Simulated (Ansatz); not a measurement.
Compare A (`C=C(O)C(=N)F`) with its isomer B (`N/C=C1\OC1F`).

Isolated molecules relaxed with PBE0-D4/def2-TZVP in Ansatz; ΔE leaves out vibrations. CCSD(T)/CBS adds triple-zeta CCSD(T) − MP2 to the extrapolated MP2 energy (def2 sets, frozen cores). Functionals use def2-TZVPP. B3LYP here is the variant with VWN-RPA as its local correlation; programs differ in this. One conformer a species, not always the lowest.

A:

```xyz
10

C    -0.637    0.001   -1.271
C     0.328    0.076   -0.358
O     1.640    0.290   -0.601
C     0.033   -0.076    1.086
N    -1.103   -0.291    1.556
F     1.130    0.041    1.848
H    -1.653   -0.175   -0.953
H    -0.427    0.112   -2.328
H     1.768    0.381   -1.550
H    -1.081   -0.360    2.570
```

B:

```xyz
10

N     0.727    0.957    1.583
C     0.670   -0.109    0.691
C    -0.088   -0.158   -0.385
O    -1.049    0.630   -1.008
C    -0.655   -0.597   -1.603
F    -1.600   -1.555   -1.615
H     0.862    0.679    2.542
H    -0.043    1.604    1.498
H     1.352   -0.930    0.874
H    -0.176   -0.520   -2.575
```

Question: Which isomer does CCSD(T)/CBS put lower? Give the gap. (Best estimate.)

Answer: Ansatz gave: A, by 32.0 kcal/mol.

Question: Give E(B) − E(A) in kcal/mol with PBE0-D4, ωB97M-V, MP2/def2-TZVPP, B3LYP-D4, r2SCAN-D4, HF/def2-TZVPP, CCSD(T)/def2-TZVPP. (An estimate is asked.)

Answer: The calculation gave: PBE0-D4 27.8, ωB97M-V 31.1, MP2/def2-TZVPP 31.4, B3LYP-D4 31.7, r2SCAN-D4 30.0, HF/def2-TZVPP 35.3, CCSD(T)/def2-TZVPP 32.7. None reverses the order clearly.

Largest T1 diagnostic: 0.014.

In def2-TZVPP, CCSD(T) changes the Hartree–Fock value by −2.6 kcal/mol (the triples alone add +0.1 kcal/mol) and MP2 by −3.9 kcal/mol.
